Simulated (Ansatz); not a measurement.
The same path of C3H2O2 (7 atoms, charge 0, multiplicity 1) was run twice with different band settings. The coordinate that changes most is the dihedral O4–C3–O5–H7.

Computed with Ansatz, RKS r2SCAN-D4/def2-SVP.

Relaxed end points:

```xyz
7
Properties=species:S:1:pos:R:3
C -0.663 0.289 1.783
C -0.285 0.039 0.656
C 0.112 -0.336 -0.687
O -0.296 -1.314 -1.267
O 0.992 0.537 -1.209
H -0.996 0.513 2.780
H 1.198 0.206 -2.102
```

```xyz
7
Properties=species:S:1:pos:R:3
C -0.535 0.342 1.600
C -0.268 -0.059 0.483
C 0.025 -0.573 -0.850
O -0.463 -1.572 -1.303
O 0.902 0.174 -1.550
H -0.779 0.685 2.589
H 1.179 0.935 -1.015
```

Common settings: movable images 9; climbing image yes; optimiser quadratic models (default); start path IDPP; force threshold 0.03 eV/Å; iteration limit 60; end points relaxed.

| run | spring |
| --- | --- |
| 1 | 5.0 eV/Å² |
| 2 | 50.0 eV/Å² |

(1) What does each run give, and how far can it be trusted?

## Answers

(1) Run 1: converged after 12 iterations, highest image 0.553 eV above the first end. A vibrational analysis at the climbing image gives one clearly imaginary mode, 606i cm⁻¹: a first-order saddle point.
Run 2: converged after 12 iterations, highest image 0.553 eV above the first end. Another band between the same ends (9 images) ends at a top of the same energy, where a vibrational analysis finds 1 clearly imaginary mode.
